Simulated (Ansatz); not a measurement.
# CClSi+: functionals against CCSD(T) at one geometry

How do the functionals fare away from a minimum? The structure is a structure displaced at random from a GFN2-xTB minimum.

The runs use Ansatz 0.2.0, Gaussian basis; single points in def2-TZVPP.

Cores are frozen in the correlated methods. B3LYP uses VWN-RPA correlation.

### Step 1. The system as given

SMILES `[Si+]#CCl`, 3 atoms, charge 1, spin multiplicity 1.

Atoms are counted from 1 here; the program's logs count them from 0.

Bond lengths: Si1–C2 1.731 Å, C2–Cl3 1.613 Å. Angles: Si1–C2–Cl3 171.9°.

As a file:

```xyz
3

Si    0.54660    1.53580    0.46650
C    -0.08960    0.00680   -0.03750
Cl   -0.47340   -1.49790   -0.47230
```

### Step 2. CCSD(T)/def2-TZVPP

run/in.yaml

```yaml
crystal:
  periodic: [false, false, false]
  atoms:
    - {symbol: Si, position_ang: [0.546600, 1.535800, 0.466500]}
    - {symbol: C, position_ang: [-0.089600, 0.006800, -0.037500]}
    - {symbol: Cl, position_ang: [-0.473400, -1.497900, -0.472300]}
basis:
  gaussian: {orbitals: def2-TZVPP}
total_charge: 1
correlation: {method: ccsd_t}
output: {forces: true}
```

The command line of these runs was not kept.

### Step 3. PBE0-D4/def2-TZVPP

run/in.yaml: that of step 2 with these lines changed.

```diff
@@ -9,3 +9,3 @@
 total_charge: 1
-correlation: {method: ccsd_t}
-output: {forces: true}
+hamiltonian: {xc: pbe0, dispersion: d4}
+output: {forces: true, orbitals: {seedname: orbitals}}
```

### Step 4. wB97M-V/def2-TZVPP

run/in.yaml: that of step 3 with these lines changed.

```diff
@@ -9,3 +9,3 @@
 total_charge: 1
-hamiltonian: {xc: pbe0, dispersion: d4}
-output: {forces: true, orbitals: {seedname: orbitals}}
+hamiltonian: {xc: {name: wB97M-V}}
+output: {forces: true}
```

### Step 5. r2SCAN-D4/def2-TZVPP

run/in.yaml: that of step 4 with these lines changed.

```diff
@@ -9,3 +9,3 @@
 total_charge: 1
-hamiltonian: {xc: {name: wB97M-V}}
+hamiltonian: {xc: r2scan, dispersion: d4}
 output: {forces: true}
```

### Step 6. PBE-D4/def2-TZVPP

run/in.yaml: that of step 5 with these lines changed.

```diff
@@ -9,3 +9,3 @@
 total_charge: 1
-hamiltonian: {xc: r2scan, dispersion: d4}
+hamiltonian: {xc: pbe, dispersion: d4}
 output: {forces: true}
```

### Step 7. CAM-B3LYP-D4/def2-TZVPP

run/in.yaml: that of step 6 with these lines changed.

```diff
@@ -9,3 +9,3 @@
 total_charge: 1
-hamiltonian: {xc: pbe, dispersion: d4}
+hamiltonian: {xc: {name: CAM-B3LYP}, dispersion: d4}
 output: {forces: true}
```

### Step 8. B3LYP-D4/def2-TZVPP

run/in.yaml: that of step 7 with these lines changed.

```diff
@@ -9,3 +9,3 @@
 total_charge: 1
-hamiltonian: {xc: {name: CAM-B3LYP}, dispersion: d4}
+hamiltonian: {xc: {name: B3LYP}, dispersion: d4}
 output: {forces: true}
```

(Steps that only read results are left out.)

Q: Predict the outcome of this session. Wanted: energy less free atoms, CCSD(T)/def2-TZVPP; RMS force component; RMS force error; HOMO and LUMO, PBE0-D4; T1 diagnostic.

**Answer**, as computed:

| quantity | value |
| --- | --- |
| energy less free atoms, CCSD(T)/def2-TZVPP | 78.2 kJ/mol |
| RMS force component | 1.256 to 1.389 eV/Å over the methods |
| RMS force error | PBE0-D4 0.200, wB97M-V 0.173, r2SCAN-D4 0.102, PBE-D4 0.084, CAM-B3LYP-D4 0.244, B3LYP-D4 0.073 eV/Å |
| HOMO and LUMO, PBE0-D4 | -13.03 and -11.37 eV |
| T1 diagnostic | 0.030 |

Against CCSD(T) the functionals' energies less atoms differ by -105.6 to -14.7 kJ/mol, PBE-D4 by -105.6 kJ/mol. A larger basis would deepen the CCSD(T) value, while the functionals are nearly converged already, so the order here is not reliable. The forces of B3LYP-D4 come nearest to CCSD(T), those of CAM-B3LYP-D4 are farthest. Frozen-core CCSD(T) forces in triple zeta carry basis errors of their own, and this is one geometry, so small gaps rank nothing. The T1 diagnostic is large here, over the usual mark for main-group molecules (transition-metal compounds often pass it harmlessly), so CCSD(T) itself may be off.
